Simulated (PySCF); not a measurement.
C2H6O3S.
SMILES with atom numbers: `[CH3:1][CH2:2][S:3](=[O:4])(=[O:5])[OH:6]` (hydrogens: H7, H8, H9 on C1; H10, H11 on C2; H12 on O6)

The same species was optimised twice, with GFN2-xTB and with PBE0-D3(BJ)/def2-SVP (PySCF), and the same property calculations (PySCF, gas phase) were run on both structures.

| coordinate | GFN2-xTB | PBE0-D3(BJ)/def2-SVP | change |
| --- | --- | --- | --- |
| S3=O4 (Å) | 1.425 | 1.446 | +0.021 |
| S3=O5 (Å) | 1.433 | 1.453 | +0.020 |
| C2–S3 (Å) | 1.800 | 1.785 | -0.015 |
| S3–O6 (Å) | 1.621 | 1.630 | +0.009 |
| C1–C2 (Å) | 1.508 | 1.512 | +0.004 |
| C1–C2–S3 (°) | 106.9 | 112.8 | +5.9 |
| O4–S3–O5 (°) | 118.7 | 121.9 | +3.2 |
| C2–S3–O5 (°) | 111.0 | 109.1 | -1.9 |
| O4–S3–O6 (°) | 108.9 | 107.2 | -1.7 |
| C2–S3–O4 (°) | 110.1 | 108.9 | -1.2 |
| C2–S3–O6 (°) | 100.3 | 101.1 | +0.8 |
| O5–S3–O6 (°) | 106.2 | 106.6 | +0.4 |
| C1–C2–S3–O4 (°) | -51 | -46 | +5 |

Rotational constants: A = 4621, B = 2522, C = 2487 MHz (GFN2-xTB) against A = 4521, B = 2425, C = 2424 MHz (PBE0-D3(BJ)/def2-SVP). Point groups within 0.08 Å: C1 and C1.

On the GFN2-xTB structure: HOMO (eV) -8.90 [PBE0/pcSseg-1]; LUMO (eV) 0.67 [PBE0/pcSseg-1]; dipole (D) 3.69 [PBE0/pcSseg-1]; GIAO shielding of C1 (ppm) 176.6 [PBE0/pcSseg-1]; GIAO shielding of C2 (ppm) 131.4 [PBE0/pcSseg-1]; GIAO shielding of S3 (ppm) 179.2 [PBE0/pcSseg-1]; GIAO shielding of O4/O5 (mean) (ppm) 104.3 [PBE0/pcSseg-1]; GIAO shielding of O6 (ppm) 137.2 [PBE0/pcSseg-1].

Problem. What do these properties become on the PBE0-D3(BJ)/def2-SVP structure?

Solution. 
```csv
property,level,on GFN2-xTB,on PBE0-D3(BJ)/def2-SVP,change
HOMO (eV),PBE0/pcSseg-1,-8.90,-9.02,-0.12
LUMO (eV),PBE0/pcSseg-1,0.67,0.61,-0.06
dipole (D),PBE0/pcSseg-1,3.69,3.89,+0.20
"energy, GFN2-xTB geometry as zero (kcal/mol)",PBE0/pcSseg-1,0.0,-3.1,-3.1
GIAO shielding of C1 (ppm),PBE0/pcSseg-1,176.6,174.8,-1.8
GIAO shielding of C2 (ppm),PBE0/pcSseg-1,131.4,130.3,-1.1
GIAO shielding of S3 (ppm),PBE0/pcSseg-1,179.2,164.0,-15.2
GIAO shielding of O4/O5 (mean) (ppm),PBE0/pcSseg-1,104.3,91.7,-12.6
GIAO shielding of O6 (ppm),PBE0/pcSseg-1,137.2,127.5,-9.7
```

The heavy atoms differ by 0.062 Å rms after alignment. Among bonds between heavy atoms S3=O4 and S3=O5 change most and about equally (+0.020 to +0.021 Å). Changes are differences of the printed values. Neither structure is proved a minimum here.

The values belong to the conformer `[CH3:1][CH2:2][S:3](=[O:4])(=[O:5])[OH:6]`: C1–C2–S3–O4 -46°, H–O6–S3–C2 111°.
